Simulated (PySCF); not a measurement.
CH2, SMILES [CH2], multiplicity 3. Geometry optimised at PBE-D3(BJ)/def2-TZVPD. The isomer is the one that the SMILES or the coordinates give; other isomers of the formula were not compared.

Method: PBE-D3(BJ)/def2-TZVPD (PySCF).

Harmonic wavenumbers (cm⁻¹): 1006, 3069, 3308. Rotational constants (GHz): 1732, 248.1, 217.0; symmetry number 2.

Problem. Work out the zero-point energy and the ideal-gas rigid-rotor harmonic-oscillator thermochemistry at 298.15 K and 1 atm.

Solution. ZPE = ½ Σ hcν = ½ × 7383 cm⁻¹ = 44.16 kJ/mol. H − E(el) = 54.17 kJ/mol. Entropy in J/(mol K): translation 141.68, rotation 44.11, vibration 0.38, spin 9.13, total 195.31. G − E(el) = -4.06 kJ/mol. Cp = 34.81 J/(mol K).
